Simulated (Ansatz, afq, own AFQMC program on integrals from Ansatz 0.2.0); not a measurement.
**H2S, triplet in cc-pVTZ, levels against CCSDT(Q)**

```xyz
3

H     0.0000    0.0000   -1.1560
H     0.0000    0.0000   -0.4110
S     0.0000    0.0000    1.5670
```

Basis cc-pVTZ. Only valence electrons are correlated. AFQMC by an in-house program on the Cholesky factors that Ansatz 0.2.0 writes for its CCSD(T) run. The CISD trial takes its coefficients from CCSD amplitudes. Released means that phaseless walkers are propagated on without the constraint, phases kept. Uncertainties: one standard error, sampling alone.

Determinant: UHF, the one that the program's search chose, which needn't be the lowest solution. The geometry is a point of a scan.

No full CI on the walks' own integrals is used here; CCSDT(Q) serves as the reference and is uncertain by about the last step of the cluster series.

Cautions: lower spins were not checked; the released energies move by 1.5 errors or more from one time to the next, so no released level is given (meV from the phaseless value at times in 1/Eh: -4.2 ± 1.1 at 0.24, -6.0 ± 1.5 at 0.51, -7.7 ± 1.4 at 0.99, -5.2 ± 2.0 at 1.62, -11.7 ± 2.0 at 2.40), though the last usable value meets CCSDT(Q) within the noise.

```
T1 diagnostic                               : 0.0105
weight of the determinant in the CISD state : 0.914
⟨S²⟩ of the determinant                     : 2.015
size of the correlated space                : 8 electrons in 57 orbitals
```

Reference: CCSDT(Q), correlation energy -5.200 eV.

```csv
level,E − E(reference) (kcal/mol),share of correlation (%)
HF,119.91,0.00
MP2,22.83,80.96
CCSD,4.01,96.66
CCSD(T),0.63,99.48
CCSDT,0.10,99.92
ph-AFQMC/HF,1.83 ± 0.28,98.47
ph-AFQMC/CISD,0.20 ± 0.03,99.83
```

A walk keeps the symmetry of its determinant, which the program's search chose and which needn't be the lowest solution, so a lower state of the same spin and another symmetry isn't excluded.
